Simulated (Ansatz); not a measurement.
A made-up structure of C2H5Si (charge +1), singlet:

```csv
atom,x (Å),y (Å),z (Å)
C1,-0.9331,1.0024,-0.4063
C2,-0.1562,-0.0259,0.0093
Si3,0.8462,-1.3065,0.5276
H4,-1.2754,1.0767,-1.4422
H5,1.2950,-1.7472,1.8007
H6,-1.2848,1.7693,0.2893
H7,2.2994,-1.1130,0.4583
H8,0.1535,-2.5093,1.0049
```

It is relaxed with PBE-D4/def2-SVP and then PBE0-D4/def2-TZVP (Ansatz 0.2.0). Atoms count as bonded within 1.22 times the sum of their covalent radii (H–H: 0.88 Å). The end point is not checked to be a true minimum.

**Question.** Does its bonding change? (A judgement: the text doesn't fix the answer.)

**Answer.** Computed: No: no bond forms or breaks.

Where it ends: The first stage lowers the energy by 2.27 eV in 12 steps. It ends as C₂H₅Si ([CH2][C][SiH3]), total charge +1:
```xyz
8
angstrom
C -0.8629 0.9055 -0.2721
C -0.1254 -0.0775 0.0377
Si 0.9569 -1.4571 0.6864
H -1.1838 1.0416 -1.3129
H 0.8543 -0.8669 2.0581
H -1.2030 1.6417 0.4641
H 2.2849 -1.3178 0.0648
H 0.2238 -2.7231 0.5154
```

Labels in which every atom is bracketed show which atoms are joined, not bond orders.

For scale, one of the runs: PBE0-D4/def2-TZVP relaxation, 129 basis functions, launched by `ansatz run in.yaml --threads 2 --pin off --events-out ev --progress --plain --max-ram 4352MiB`. Hardware: 2 CPU threads of an Arm Neoverse V2, shared host. Wall time about 13 s.
